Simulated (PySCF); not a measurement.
Species, as SMILES: [C-]#[NH+] (C-NH).
Geometry (B3LYP-D3(BJ)/def2-TZVP, fixed):
```xyz
3

C      0.0000     0.0000    -0.7364
N      0.0000     0.0000     0.4276
H      0.0000     0.0000     1.4250
```
Charge 0, spin multiplicity 1.

Basis-set convergence of the isotropic shielding of N2 at HF with PySCF. GIAO, no density fitting; atoms are numbered in the order shown. All functions are spherical. Core-valence sets carry the plain set on hydrogen. No added dispersion term, no relativity. Reference: the value in pcSseg-3, 92.58 ppm, itself unsure by roughly 1.90 ppm (its mean distance from cc-pCVQZ, pcseg-3, pcSseg-2). Deviations are taken from unrounded values. Cost is core time over that of aug-cc-pVTZ, rough, on shared machines of one kind; a dash marks a row that isn't timed (too short, read off another run, short of memory, by another algorithm or on other hardware).

| basis | functions | isotropic shielding of N2 (ppm) | minus reference (ppm) | cost |
|---|---|---|---|---|
| STO-3G | 11 | 200.70 | 108.12 | - |
| 6-31G | 20 | 104.41 | 11.83 | - |
| 6-31G* | 30 | 117.85 | 25.27 | - |
| def2-SV(P) | 30 | 110.43 | 17.85 | - |
| 6-31G** | 33 | 118.69 | 26.11 | - |
| 6-311G** | 42 | 98.19 | 5.61 | - |
| 6-311+G** | 50 | 96.08 | 3.50 | - |
| aug-cc-pVDZ | 55 | 114.27 | 21.69 | - |
| aug-pcseg-1 | 55 | 108.44 | 15.86 | - |
| 6-311++G(2d,2p) | 64 | 95.60 | 3.01 | - |
| pcseg-2 | 74 | 91.65 | -0.93 | - |
| pcSseg-2 | 86 | 93.52 | 0.94 | - |
| jun-cc-pV(T+d)Z | 92 | 97.24 | 4.66 | - |
| aug-cc-pVTZ | 115 | 97.91 | 5.33 | 1× |
| aug-pcseg-2 | 115 | 91.98 | -0.60 | 1× |
| def2-QZVPP | 144 | 93.48 | 0.90 | 3× |
| pcseg-3 | 153 | 89.76 | -2.82 | 4× |
| cc-pCVQZ | 198 | 94.53 | 1.95 | 9× |
